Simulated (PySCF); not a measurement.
Stick spectrum of a doublet radical in fast tumbling, microwave frequency 9.407 GHz, simulated to first order from computed parameters.

```json
{"field (mT)": "334.59", "relative intensity": "1"}
{"field (mT)": "334.88", "relative intensity": "1"}
{"field (mT)": "335.37", "relative intensity": "1"}
{"field (mT)": "335.62", "relative intensity": "1"}
{"field (mT)": "335.66", "relative intensity": "1"}
{"field (mT)": "335.91", "relative intensity": "1"}
{"field (mT)": "336.40", "relative intensity": "1"}
{"field (mT)": "336.69", "relative intensity": "1"}
```

(1) Find the g value from the centre of the pattern.

(2) Take the pattern apart into splittings.

(3) The radical has the formula C4H4F. Propose a structure, and say which nuclei carry the couplings.

Answers

(1) The pattern is symmetric about 335.64 mT, so g = hν/(μB·B0) = 9407/(13.99624 × 335.64) = 2.0025, a shift of +0.1 × 10⁻³ from the free-electron value.

(2) The first two lines at either end are about 0.29 mT apart, which is the smallest coupling, and their intensity ratio 1:1 counts the nuclei that share it. In full: a 1:1 doublet of 1.03 mT (29 MHz), from 1 nucleus of spin 1/2; a 1:1 doublet of 0.78 mT (22 MHz), from 1 nucleus of spin 1/2; a 1:1 doublet of 0.29 mT (8 MHz), from 1 nucleus of spin 1/2. Check: Σ 2nI·a is the distance from the first to the last line, 2.10 mT.

(3) The pattern alone needn't single out one isomer; the structure behind this simulation is `[H]/[C]=C1/C[C@@H]1F` [radical], numbered [H]/[C:1]=[C:2]1/[CH2:3][C@@H:4]1[F:5] (hydrogens: H6 on C1; H7, H8 on C3; H9 on C4). 1.03 mT: 19F at F5 (3 bonds from C1; computed sign +); 0.78 mT: 1H at H6 (1 bond from C1; computed sign +); 0.29 mT: 1H at H7 (3 bonds from C1; computed sign −). The Mulliken spin populations are largest on C1 (+0.93), C2 (-0.20), C4 (+0.17) and C3 (+0.08). The positive populations add up to 1.20 and the negative ones to -0.20, together 2S = 1.

Level of theory: UKS B3LYP, pcH-1 on C F H, non-relativistic, mean-field spin-orbit, GIAO in PySCF 2.14.0. Geometry: GFN2-xTB; no solvent, vibrations or thermal averaging. A GFN2-xTB geometry isn't a minimum of the functional, and hyperfine couplings can be far from their values at a DFT geometry. Stability of the SCF solution: not tested.

Rare isotopes and splittings under 0.04 mT were left out of the simulation.

The run took 17 s of wall time (with the writing of density and orbital grids) on one thread of an Arm Neoverse V1, shared host with 32 logical CPUs at a one-minute load of 16, and the process peaked at 0.58 GiB of memory.
